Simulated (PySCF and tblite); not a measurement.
Results of a calculation; reference values are marked as such.
System: ClH₄Si (charge -1), numbered as in [SiH4-:1][Cl:2].

Motion: Berry pseudorotation at Si1 with H on Si1 as pivot. GFN2-xTB gives an electronic barrier of 2.9 kcal/mol.

The ion is treated without a counter-ion.

PBE0/pcSseg-2 + D3(BJ) on PBE0-D3(BJ)/def2-TZVP geometries gives 5.8 kcal/mol and k(298 K) = 5×10⁹ s⁻¹.

What does PBE0/6-31G* + D3(BJ) give on PBE0-D3(BJ)/def2-TZVP geometries?

A barrier of 6.7 kcal/mol, 1.0 above the first DFT barrier (from unrounded values) and, with GFN2-xTB thermal terms, ΔG‡(298 K) = 5.8 kcal/mol and k = 9.8×10⁸ s⁻¹ (3 equivalent paths).

At the first level the ¹H lines of 3 H on Si1 / H on Si1 span 76 Hz and merge at 106 K (60 MHz). What does the second level predict?

A span of 47 Hz and merging at 122 K.

Programs: tblite and PySCF.
